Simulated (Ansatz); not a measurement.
**[AlH2···H···SiH], doublet along the distance Al1-H4**

Starting geometry:

```yaml
atoms:
  - { symbol: Al, position_ang: [-1.7258, 0.0252, 0.0000] }
  - { symbol: H, position_ang: [-2.5187, 1.3986, 0.0000] }
  - { symbol: H, position_ang: [-2.5187, -1.3482, 0.0000] }
  - { symbol: H, position_ang: [-0.1400, 0.0252, 0.0000] }
  - { symbol: Si, position_ang: [1.7662, 0.0252, 0.0000] }
  - { symbol: H, position_ang: [2.1626, -1.4543, 0.0000] }
```

From there H4 is moved from one fragment to the other while all else, the fragments' distance too, stays fixed; atoms are numbered as listed. Energies are in eV, counted from the starting geometry at the same level.

Basis cc-pVDZ; Ansatz 0.2.0. Correlated methods freeze the noble-gas cores. R marks a restricted (for open shells ROHF) determinant, U an unrestricted one. Active spaces: frontier = (9e, 9o) about the gap.

Unrestricted rows (U) aren't spin-pure: their determinants' ⟨S²⟩ exceeds S(S+1) by up to 0.27, so they mix in states of higher spin. Runs in a small pair space aren't shown, since their orbitals change along the scan.

Full CI isn't at hand for all of this; UCCSDT(Q) serves as the reference, and is uncertain by about the last step of the cluster series. The frozen core follows each run's orbitals, which can shift R against U totals by a few meV.

```csv
distance Al1-H4 (Å),UCCSDT(Q),error RHF,error UHF,error RMP2,error RCCSD(T),error UCCSD(T),error NEVPT2 (frontier space)
1.475,0.154,-0.042,-0.044,-0.002,-0.003,-0.003,-0.020
1.586,0.000,0.000,0.000,0.000,0.000,0.000,0.000
1.652,-0.012,0.032,0.034,0.003,0.002,0.002,-0.040
1.719,0.023,0.071,0.073,0.009,0.005,0.005,-0.046
1.786,0.098,0.114,0.119,0.016,0.008,0.009,-0.049
1.852,0.209,0.162,0.169,0.027,0.013,0.013,-0.049
1.919,0.361,0.216,0.225,0.041,0.018,0.019,-0.045
1.985,0.556,0.274,0.286,0.059,0.026,0.026,-0.037
2.052,0.813,0.340,0.342,0.084,0.036,0.046,-0.024
```

Errors are those of relative energies. In total energy the starting point itself misses UCCSDT(Q) by: RHF 5.617, UHF 5.499, RMP2 1.397, RCCSD(T) 0.038, UCCSD(T) 0.038, NEVPT2 (frontier space) 1.314 eV.

Spread of the error over the points with a reference, to 2.052 Å (largest less smallest): RCCSD(T) 0.039, UCCSD(T) 0.049, NEVPT2 (frontier space) 0.049, RMP2 0.085, RHF 0.383, UHF 0.386 eV.
